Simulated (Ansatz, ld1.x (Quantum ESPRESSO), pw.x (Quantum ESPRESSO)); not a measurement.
# tungsten (W) (bcc): variants of one TM potential in the solid

W (Z = 74), norm-conserving Troullier–Martins (Kleinman–Bylander form), made with ld1.x (Quantum ESPRESSO) 7.5 (PBE, scalar-relativistic). Core [Xe] 4f14, reference 5d4 6s1.5 6p0 (charge +0.5). Waves: 6p (bound, empty): rc 3.20 bohr; 5d (bound): rc 2.15 bohr; 6s (bound): rc 2.20 bohr. Local part: the s channel. Core correction: none.

Crystal test: bcc W in pw.x 7.5, no spin, 14³ k-points, Fermi–Dirac smearing 0.01 Ry, cutoffs set for each file from its atomic test. The reference is all-electron LAPW (Ansatz 0.2.0) with the same functional, mesh and smearing; V0 and B0 come from Birch–Murnaghan fits to the pressures at five volumes. Errors are pseudo minus all-electron; Δ is the rms difference of the E(V) curves that follow from these fits, minima aligned, over ±6 % about the mean V0. Mesh and smearing are coarse, so the numbers serve the comparison and aren't converged zero-temperature values; the lattice is a test structure that the element need not adopt.

All-electron: a0 = 3.184 Å (V0 = 16.15 Å³/atom), B0 = 300.6 GPa.

Base: The largest radius (3.20 bohr) exceeds half the bond length (2.60 bohr), so the spheres overlap, which is one possible source of error among others. This is a poor potential for the solid.

2 further variants are left out: they gave no file fit for a test, a broken result, the same result as the base, or pressures whose basis-set error rivals the error shown.

| change | cutoffs (Ry) | pw.x | a0 (Å) | a0 error (%) | B0 error (%) | Δ (meV/atom) | mean pressure error (GPa) |
| --- | --- | --- | --- | --- | --- | --- | --- |
| base | 45/180 | converged | 3.213 | +0.90 | -3.5 | 28.4 | +8.31 |
| reference 5d4 6s0 6p0 | 45/180 | converged | 3.143 | -1.29 | +10.9 | 42.5 | -12.01 |
| all radii scaled by about 1.27 (s 2.80, p 4.08, d 2.74 bohr) | 40/160 | converged | 3.226 | +1.31 | -4.0 | 41.5 | +12.36 |

(1) Give the row for: wave 5d (bound): rc 2.15 bohr becomes 5d (bound): rc 2.90 bohr.

Results:

(1) pw.x: converged; mean pressure error (GPa): +8.42; a0 (Å): 3.214; a0 error (%): +0.91; B0 error (%): -3.8; Δ (meV/atom): 28.8.
